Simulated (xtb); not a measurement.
xtb input (GFN2-xTB):

```bash
xtb mol.xyz --gfn 2 --sp --chrg -1 --uhf 0
```
mol.xyz:
```
6

O      1.18305207     0.34569777     0.00221414
C     -0.01560079     0.64877161    -0.00691488
C     -0.95954357    -0.64362375     0.00203245
H     -0.38234312    -1.58832861     0.01484689
H     -1.61996547    -0.59478565     0.87932223
H     -1.61124183    -0.61335505    -0.88258769
```

Output:

```
           -------------------------------------------------
          |                Calculation Setup                |
           -------------------------------------------------

           -------------------------------------------------
          |                 G F N 2 - x T B                 |
           -------------------------------------------------

        Reference                      10.1021/acs.jctc.8b01176
      * Hamiltonian:
        H0-scaling (s, p, d)           1.850000    2.230000    2.230000
        zeta-weighting                 0.500000
      * Dispersion:
        s8                             2.700000
        a1                             0.520000
        a2                             5.000000
        s9                             5.000000
      * Repulsion:
        kExp                           1.500000    1.000000
        rExp                           1.000000
      * Coulomb:
        alpha                          2.000000
        third order                    shell-resolved
        anisotropic                    true
        a3                             3.000000
        a5                             4.000000
        cn-shift                       1.200000
        cn-exp                         4.000000
        max-rad                        5.000000

          ...................................................
          :                      SETUP                      :
          :.................................................:
          :  # basis functions                  15          :
          :  # atomic orbitals                  15          :
          :  # shells                            9          :
          :  # electrons                        18          :
          :  max. iterations                   250          :
          :  Hamiltonian                  GFN2-xTB          :
          :  restarted?                      false          :
          :  GBSA solvation                  false          :
          :  PC potential                    false          :
          :  electronic temp.          300.0000000     K    :
          :  accuracy                    1.0000000          :
          :  -> integral cutoff          0.2500000E+02      :
          :  -> integral neglect         0.1000000E-07      :
          :  -> SCF convergence          0.1000000E-05 Eh   :
          :  -> wf. convergence          0.1000000E-03 e    :
          :  Broyden damping             0.4000000          :
          :  net charge                         -1          :
          :  unpaired electrons                  0          :
          ...................................................

 iter      E             dE          RMSdq      gap      omega  full diag
   1    -10.0087829 -0.100088E+02  0.678E+00    2.33       0.0  T
   2    -10.0360394 -0.272565E-01  0.322E+00    2.45       1.0  T
   3    -10.0363683 -0.328933E-03  0.142E+00    2.47       1.0  T
   4    -10.0366414 -0.273064E-03  0.222E-01    2.49       1.0  T
   5    -10.0367995 -0.158186E-03  0.122E-01    2.51       1.0  T
   6    -10.0367587  0.407941E-04  0.989E-02    2.53       1.0  T
   7    -10.0368022 -0.435031E-04  0.215E-02    2.52       1.9  T
   8    -10.0368046 -0.236880E-05  0.304E-03    2.52      13.4  T
   9    -10.0368047 -0.386845E-07  0.682E-04    2.52      59.9  T
  10    -10.0368047 -0.143857E-08  0.765E-05    2.52     534.0  T

   *** convergence criteria satisfied after 10 iterations ***

         #    Occupation            Energy/Eh            Energy/eV
      -------------------------------------------------------------
         1        2.0000           -0.3991581             -10.8616
       ...           ...                  ...                  ...
         3        2.0000           -0.2885651              -7.8523
         4        2.0000           -0.2620850              -7.1317
         5        2.0000           -0.2600161              -7.0754
         6        2.0000           -0.2217144              -6.0332
         7        2.0000           -0.1928680              -5.2482
         8        2.0000           -0.1562840              -4.2527
         9        2.0000           -0.0341225              -0.9285 (HOMO)
        10                          0.0584553               1.5906 (LUMO)
        11                          0.3367386               9.1631
        12                          0.3696981              10.0600
        13                          0.4050649              11.0224
        14                          0.4100454              11.1579
        15                          0.7881256              21.4460
      -------------------------------------------------------------
                  HL-Gap            0.0925778 Eh            2.5192 eV
             Fermi-level            0.0121664 Eh            0.3311 eV

 SCC (total)                   0 d,  0 h,  0 min,  0.003 sec
 SCC setup                      ...        0 min,  0.000 sec (  2.708%)
 Dispersion                     ...        0 min,  0.000 sec (  1.098%)
 classical contributions        ...        0 min,  0.000 sec (  0.489%)
 integral evaluation            ...        0 min,  0.001 sec ( 16.631%)
 iterations                     ...        0 min,  0.002 sec ( 56.586%)
 molecular gradient             ...        0 min,  0.001 sec ( 18.573%)
 printout                       ...        0 min,  0.000 sec (  3.494%)

         :::::::::::::::::::::::::::::::::::::::::::::::::::::
         ::                     SUMMARY                     ::
         :::::::::::::::::::::::::::::::::::::::::::::::::::::
         :: total energy              -9.952554616649 Eh    ::
         :: gradient norm              0.064301399398 Eh/a0 ::
         :: HOMO-LUMO gap              2.519169148595 eV    ::
         ::.................................................::
         :: SCC energy               -10.036804583485 Eh    ::
         :: -> isotropic ES            0.172575058479 Eh    ::
         :: -> anisotropic ES          0.003310276985 Eh    ::
         :: -> anisotropic XC          0.001795455114 Eh    ::
         :: -> dispersion             -0.002406917827 Eh    ::
         :: repulsion energy           0.084249966837 Eh    ::
         :: add. restraining           0.000000000000 Eh    ::
         :: total charge              -1.000000000000 e     ::
         :::::::::::::::::::::::::::::::::::::::::::::::::::::

           -------------------------------------------------
          |                Property Printout                |
           -------------------------------------------------

    * Orbital Energies and Occupations

         #    Occupation            Energy/Eh            Energy/eV
      -------------------------------------------------------------
         1        2.0000           -0.3991581             -10.8616
         2        2.0000           -0.3634245              -9.8893
         3        2.0000           -0.2885651              -7.8523
         4        2.0000           -0.2620850              -7.1317
         5        2.0000           -0.2600161              -7.0754
         6        2.0000           -0.2217144              -6.0332
         7        2.0000           -0.1928680              -5.2482
         8        2.0000           -0.1562840              -4.2527
         9        2.0000           -0.0341225              -0.9285 (HOMO)
        10                          0.0584553               1.5906 (LUMO)
        11                          0.3367386               9.1631
        12                          0.3696981              10.0600
        13                          0.4050649              11.0224
        14                          0.4100454              11.1579
        15                          0.7881256              21.4460
Note: The following floating-point exceptions are signalling: IEEE_DENORMAL
normal termination of xtb
      -------------------------------------------------------------
                  HL-Gap            0.0925778 Eh            2.5192 eV
             Fermi-level            0.0121664 Eh            0.3311 eV

     #   Z          covCN         q      C6AA      α(0)
     1   8 O        0.857    -0.575    25.519     6.773
     2   6 C        1.820    -0.151    35.480     9.624
     3   6 C        3.734    -0.081    22.129     6.714
     4   1 H        0.922    -0.062     4.396     3.279
     5   1 H        0.923    -0.066     4.495     3.316
     6   1 H        0.923    -0.066     4.495     3.316

 Mol. C6AA /au·bohr⁶  :        483.034340
 Mol. C8AA /au·bohr⁸  :      10351.082054
 Mol. α(0) /au        :         33.021026

Wiberg/Mayer (AO) data.
largest (>0.10) Wiberg bond orders for each atom

 ---------------------------------------------------------------------------
     #   Z sym  total        # sym  WBO       # sym  WBO       # sym  WBO
 ---------------------------------------------------------------------------
     1   8 O    1.915 --     2 C    1.830
     2   6 C    2.757 --     1 O    1.830     3 C    0.904
     3   6 C    3.906 --     5 H    0.981     6 H    0.981     4 H    0.978
                             2 C    0.904
     4   1 H    0.996 --     3 C    0.978
     5   1 H    0.996 --     3 C    0.981
     6   1 H    0.996 --     3 C    0.981
 ---------------------------------------------------------------------------

Topologies differ in total number of bonds
Writing topology from bond orders to xtbtopo.mol

molecular dipole:
                 x           y           z       tot (Debye)
 q only:       -0.690      -0.128      -0.002
   full:       -0.766      -0.774       0.004       2.768
molecular quadrupole (traceless):
                xx          xy          yy          xz          yz          zz
 q only:       -3.553      -2.405       1.059      -0.005       0.003       2.494
  q+dip:       -3.219      -1.531       0.193      -0.015       0.022       3.025
   full:       -3.550      -1.320      -0.437      -0.023       0.040       3.987

           -------------------------------------------------
          | TOTAL ENERGY               -9.952554616649 Eh   |
          | GRADIENT NORM               0.064301399398 Eh/α |
          | HOMO-LUMO GAP               2.519169148595 eV   |
           -------------------------------------------------

------------------------------------------------------------------------
------------------------------------------------------------------------
 total:
 SCF:
```

It need not be the lowest isomer of its formula. Whether it binds its extra electron was not tested at this geometry.
